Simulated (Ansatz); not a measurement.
**LiMgH (singlet): the correlation ladder at distance Li1–Mg2 = 2.561 Å, cc-pVTZ**

The task here is to estimate one member of a computed series from the others.

The runs use Ansatz 0.2.0, Gaussian basis; cc-pVTZ, core rule «outside noble gas», up to 6 orbitals frozen.

Plan: UHF; CCSD(T) on RHF; CCSD(T) on UHF; BCCD(T) on RHF; CCSDT(Q) on RHF; CCSDT(Q) on UHF; Full CI.

39 further runs of the same task are left out: 22 for a known fault of the program, 9 that didn't finish, 8 set aside as unsound or not needed. Runs told in other sessions of the task aren't counted.

### The system

The geometry derives from a PBE0/def2-TZVP stationary point (not a proven minimum). One bond is set to the value named and the two fragments are kept rigid.

3 atoms, charge 0, spin multiplicity 1.

Atoms are counted from 1 here; the program's logs count them from 0.

Bond lengths: Li1–Mg2 2.561 Å, Mg2–H3 1.746 Å. Angles: Li1–Mg2–H3 180.0°.

As a file:

```xyz
3
charge 0, multiplicity 1
Li    0.00000    0.00000   -2.28943
Mg    0.00000    0.00000    0.27157
H     0.00000    0.00000    2.01787
```

Set-up of the first run:

in.yaml

```yaml
crystal:
  periodic: [false, false, false]
  atoms:
    - {symbol: Li, position_ang: [0.000000, 0.000000, -2.289433]}
    - {symbol: Mg, position_ang: [0.000000, 0.000000, 0.271567]}
    - {symbol: H, position_ang: [0.000000, 0.000000, 2.017867]}
basis:
  gaussian: {orbitals: cc-pVTZ}
magnetization: {spin_polarized: true, initial_magnetization: 0}
hamiltonian: {xc: hf}
output: {orbitals: {seedname: orbitals}}
```

Run with:

```sh
> ansatz run in.yaml --threads 1 --pin off --events-out ev --progress --plain --max-ram 2393MiB
```

Among the steps run: UHF; CCSD(T) on RHF; CCSD(T) on UHF; BCCD(T) on RHF; CCSDT(Q) on RHF; CCSDT(Q) on UHF; Full CI.

One of the session's tables, all rows but one given; the rest of the session is left out.

```
   method  from FCI (kJ/mol)
      RHF                  ?
      UHF             +194.6
     RMP2              +52.7
    RCCSD               +3.3
 RCCSD(T)               +0.8
  BCCD(T)               +0.8
   RCCSDT               +0.1
RCCSDT(Q)                0.0
      FCI                  0
```

Estimate the missing values for RHF.

As computed: from FCI (kJ/mol): +195.3. In the column «from FCI (kJ/mol)» it is the highest.

Not comparable, so not listed: CCSD(T) on UHF; CCSDT(Q) on UHF (they don't share determinant, frozen orbitals or solution with the rows shown, or repeat one).
